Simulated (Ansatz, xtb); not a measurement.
System: C2H5N (charge 0, singlet). 
Coordinates optimised at B3LYP-D3(BJ)/def2-TZVP (Ansatz, a first-principles code):
```
C
H 1 1.0830
H 1 1.0841 2 114.71
N 1 1.4686 2 114.80 3 -142.73
H 4 1.0144 1 110.39 2 146.03
C 4 1.4686 5 110.39 1 -65.01
H 6 1.0830 4 114.80 5 -146.03
H 6 1.0841 7 114.71 4 -142.73
```
Charge 0, spin multiplicity 1.

Harmonic wavenumbers from GFN2-xTB (xtb, at its own minimum), cm⁻¹: 786, 899, 947, 981, 1010, 1075, 1082, 1114, 1220, 1223, 1330, 1445, 1489, 3025, 3032, 3070, 3077, 3362.

Question: Give the harmonic wavenumbers at B3LYP-D3(BJ)/def2-TZVP (Ansatz, finite differences of forces, unscaled).

Answer: 778, 858, 872, 920, 1007, 1118, 1121, 1154, 1239, 1270, 1297, 1501, 1528, 3108, 3112, 3183, 3197, 3497 cm⁻¹. Zero-point energy 44.0 kcal/mol.

Question: From these and the geometry, give the ideal-gas thermochemistry at 298.15 K and 1 atm (rigid rotor, harmonic oscillator).

Answer: Point group Cs, rotational symmetry number 1. Rotational constants 22.99, 21.32, 13.5 GHz. S(trans) 37.21, S(rot) 21.41, S(vib) 1.05, S(elec, spin only) 0.00, S 59.7 cal/(mol K). H(298) - H(0) 2.63 kcal/mol; G - E(el) 28.8 kcal/mol.
